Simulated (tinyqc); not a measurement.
Inside a calculation (part 2 of 2). Method: ROHF in the sto-3g basis, for LiH, spin multiplicity 3. Computed by tinyqc, a small Python program that keeps every step (integrals from PySCF). Command: `OMP_NUM_THREADS=1 python tinyqc.py 22022 22023 out.jsonl` (the two numbers bound the seeds that draw the settings). One thread of a shared host (Intel(R) Xeon(R) Processor @ 2.60GHz), about 0.09 s of CPU time with the checks.

Geometry (angstrom):

| atom | x | y | z |
|---|---|---|---|
| Li | 0.000000 | 0.000000 | 0.000000 |
| H | 0.000000 | 0.000000 | 2.487000 |

## Iteration 2: diagonalisation and new density

extrapolated F (hartree):
```
            1Li 1s     1Li 2s   1Li 2px   1Li 2py    1Li 2pz      2H 1s
1Li 1s   -2.353644  -0.643916  0.000000  0.000000  -0.003576  -0.024621
1Li 2s   -0.643916  -0.217469  0.000000  0.000000   0.008627  -0.091805
1Li 2px   0.000000   0.000000  0.159806  0.000000   0.000000   0.000000
1Li 2py   0.000000   0.000000  0.000000  0.159806   0.000000   0.000000
1Li 2pz  -0.003576   0.008627  0.000000  0.000000   0.200356  -0.064107
2H 1s    -0.024621  -0.091805  0.000000  0.000000  -0.064107  -0.150663
```

X:
```
                 1          2          3         4          5         6
1Li 1s    0.391417   0.709771   0.000000  0.000000   0.573566  0.278969
1Li 2s   -0.659509  -0.539550   0.000000  0.000000   0.440100  0.438979
1Li 2px   0.000000   0.000000  -0.093954  0.995577   0.000000  0.000000
1Li 2py   0.000000   0.000000   0.995577  0.093954   0.000000  0.000000
1Li 2pz  -0.624497   0.559504   0.000000  0.000000  -0.487531  0.402988
2H 1s     0.811136  -0.350430   0.000000  0.000000  -0.294297  0.532564
```

Diagonalise F' = X^T F X, C = X C', fill 3 alpha and 1 beta electrons from the bottom; D(s) = C_occ C_occ^T. Each column has its largest component positive (the first on a tie).

F' = X^T F X (hartree):
```
           1          2         3         4          5          6
1   0.012660  -0.355474  0.000000  0.000000  -0.278936  -0.317100
2  -0.355474  -0.716992  0.000000  0.000000  -0.964830  -0.422722
3   0.000000   0.000000  0.159806  0.000000   0.000000   0.000000
4   0.000000   0.000000  0.000000  0.159806   0.000000   0.000000
5  -0.278936  -0.964830  0.000000  0.000000  -1.094932  -0.667111
6  -0.317100  -0.422722  0.000000  0.000000  -0.667111  -0.468489
```

orbital energies (hartree): MO1 -2.356374, MO2 -0.172127, MO3 -0.002236, MO4 0.159806, MO5 0.159806, MO6 0.262985

coefficients C:
```
               MO1        MO2        MO3        MO4       MO5        MO6
1Li 1s    0.990798  -0.109099  -0.257566   0.000000  0.000000  -0.062126
1Li 2s    0.035904   0.361823   0.960254   0.000000  0.000000   0.241171
1Li 2px   0.000000   0.000000   0.000000   0.728446  0.685104   0.000000
1Li 2py   0.000000   0.000000   0.000000  -0.685104  0.728446   0.000000
1Li 2pz   0.002460   0.019687  -0.191510   0.000000  0.000000   1.032500
2H 1s    -0.004766   0.861796  -0.466499   0.000000  0.000000  -0.436626
```

D(alpha) after iteration 2:
```
            1Li 1s     1Li 2s   1Li 2px   1Li 2py    1Li 2pz      2H 1s
1Li 1s    1.059924  -0.251230  0.000000  0.000000   0.049616   0.021412
1Li 2s   -0.251230   1.054293  0.000000  0.000000  -0.176687  -0.136311
1Li 2px   0.000000   0.000000  0.000000  0.000000   0.000000   0.000000
1Li 2py   0.000000   0.000000  0.000000  0.000000   0.000000   0.000000
1Li 2pz   0.049616  -0.176687  0.000000  0.000000   0.037070   0.106294
2H 1s     0.021412  -0.136311  0.000000  0.000000   0.106294   0.960336
```

D(beta) after iteration 2:
```
            1Li 1s     1Li 2s   1Li 2px   1Li 2py    1Li 2pz      2H 1s
1Li 1s    0.981681   0.035574  0.000000  0.000000   0.002437  -0.004722
1Li 2s    0.035574   0.001289  0.000000  0.000000   0.000088  -0.000171
1Li 2px   0.000000   0.000000  0.000000  0.000000   0.000000   0.000000
1Li 2py   0.000000   0.000000  0.000000  0.000000   0.000000   0.000000
1Li 2pz   0.002437   0.000088  0.000000  0.000000   0.000006  -0.000012
2H 1s    -0.004722  -0.000171  0.000000  0.000000  -0.000012   0.000023
```

Within a degenerate level the vectors are fixed only up to a rotation; this is one choice.

## Iteration 9 (converged): orbitals

converged F (hartree):
```
            1Li 1s     1Li 2s   1Li 2px   1Li 2py    1Li 2pz      2H 1s
1Li 1s   -2.342516  -0.639281  0.000000  0.000000  -0.006564  -0.025200
1Li 2s   -0.639281  -0.204080  0.000000  0.000000   0.013066  -0.087205
1Li 2px   0.000000   0.000000  0.164826  0.000000   0.000000   0.000000
1Li 2py   0.000000   0.000000  0.000000  0.164826   0.000000   0.000000
1Li 2pz  -0.006564   0.013066  0.000000  0.000000   0.162398  -0.078341
2H 1s    -0.025200  -0.087205  0.000000  0.000000  -0.078341  -0.148625
```

As before.

F' = X^T F X (hartree):
```
           1          2         3         4          5          6
1   0.018582  -0.348335  0.000000  0.000000  -0.286130  -0.311880
2  -0.348335  -0.720114  0.000000  0.000000  -0.950395  -0.437501
3   0.000000   0.000000  0.164826  0.000000   0.000000   0.000000
4   0.000000   0.000000  0.000000  0.164826   0.000000   0.000000
5  -0.286130  -0.950395  0.000000  0.000000  -1.100497  -0.648579
6  -0.311880  -0.437501  0.000000  0.000000  -0.648579  -0.472726
```

orbital energies (hartree): MO1 -2.345117, MO2 -0.167339, MO3 -0.002028, MO4 0.164826, MO5 0.164826, MO6 0.239729

coefficients C:
```
               MO1        MO2        MO3       MO4        MO5        MO6
1Li 1s    0.991053  -0.096405  -0.256811  0.000000   0.000000  -0.079697
1Li 2s    0.034961   0.314777   0.958739  0.000000   0.000000   0.304909
1Li 2px   0.000000   0.000000   0.000000  0.888765  -0.458363   0.000000
1Li 2py   0.000000   0.000000   0.000000  0.458363   0.888765   0.000000
1Li 2pz   0.003569   0.060429  -0.267014  0.000000   0.000000   1.013985
2H 1s    -0.004651   0.873279  -0.381968  0.000000   0.000000  -0.492383
```

D(alpha) after iteration 9:
```
            1Li 1s     1Li 2s   1Li 2px   1Li 2py    1Li 2pz      2H 1s
1Li 1s    1.057432  -0.241912  0.000000  0.000000   0.066283   0.009296
1Li 2s   -0.241912   1.019487  0.000000  0.000000  -0.236851  -0.091481
1Li 2px   0.000000   0.000000  0.000000  0.000000   0.000000   0.000000
1Li 2py   0.000000   0.000000  0.000000  0.000000   0.000000   0.000000
1Li 2pz   0.066283  -0.236851  0.000000  0.000000   0.074961   0.154746
2H 1s     0.009296  -0.091481  0.000000  0.000000   0.154746   0.908538
```

D(beta) after iteration 9:
```
            1Li 1s     1Li 2s   1Li 2px   1Li 2py    1Li 2pz      2H 1s
1Li 1s    0.982186   0.034648  0.000000  0.000000   0.003537  -0.004609
1Li 2s    0.034648   0.001222  0.000000  0.000000   0.000125  -0.000163
1Li 2px   0.000000   0.000000  0.000000  0.000000   0.000000   0.000000
1Li 2py   0.000000   0.000000  0.000000  0.000000   0.000000   0.000000
1Li 2pz   0.003537   0.000125  0.000000  0.000000   0.000013  -0.000017
2H 1s    -0.004609  -0.000163  0.000000  0.000000  -0.000017   0.000022
```

Within a degenerate level the vectors are fixed only up to a rotation; this is one choice.

## Convergence

Stop when the energy changes by less than 1e-10 hartree and every element of the error matrix X^T (F D S - S D F) X is below 3e-06.

Course of the cycle:

| iteration | E (hartree) | change | largest element of the error matrix |
|---|---|---|---|
| 1 | -7.61901725 | - | 1.57e-01 |
| 2 | -7.76959411 | -1.51e-01 | 3.71e-02 |
| 3 | -7.77633115 | -6.74e-03 | 1.49e-02 |
| 4 | -7.77759275 | -1.26e-03 | 4.24e-03 |
| 5 | -7.77780512 | -2.12e-04 | 6.14e-04 |
| 6 | -7.77780615 | -1.03e-06 | 4.91e-05 |
| 7 | -7.77780617 | -2.19e-08 | 5.99e-06 |
| 8 | -7.77780617 | -1.74e-10 | 1.67e-06 |
| 9 | -7.77780617 | -7.20e-12 | 9.32e-07 |

PySCF ROHF in the same basis = -7.77780617 hartree

Converged in 9 iterations.

## Populations, bond orders and dipole

overlap S:
```
           1Li 1s    1Li 2s   1Li 2px   1Li 2py   1Li 2pz     2H 1s
1Li 1s   1.000000  0.241137  0.000000  0.000000  0.000000  0.008449
1Li 2s   0.241137  1.000000  0.000000  0.000000  0.000000  0.199751
1Li 2px  0.000000  0.000000  1.000000  0.000000  0.000000  0.000000
1Li 2py  0.000000  0.000000  0.000000  1.000000  0.000000  0.000000
1Li 2pz  0.000000  0.000000  0.000000  0.000000  1.000000  0.299330
2H 1s    0.008449  0.199751  0.000000  0.000000  0.299330  1.000000
```

Mulliken: Z minus the diagonal of D S on the atom; Loewdin: the same with S^(1/2) D S^(1/2); Mayer order: 2 sum_s sum (D(s) S)_ij (D(s) S)_ji over the two atoms.

Charges (e):

| atom | Mulliken | Loewdin | Mulliken spin |
|---|---|---|---|
| 1Li | -0.063392 | -0.089009 | 1.063282 |
| 2H | 0.063392 | 0.089009 | 0.936718 |

Mayer bond orders:

| pair | order |
|---|---|
| 2-1 | 0.118542 |

dipole moment about the origin, x y z (debye): 0.000000  0.000000  2.636928
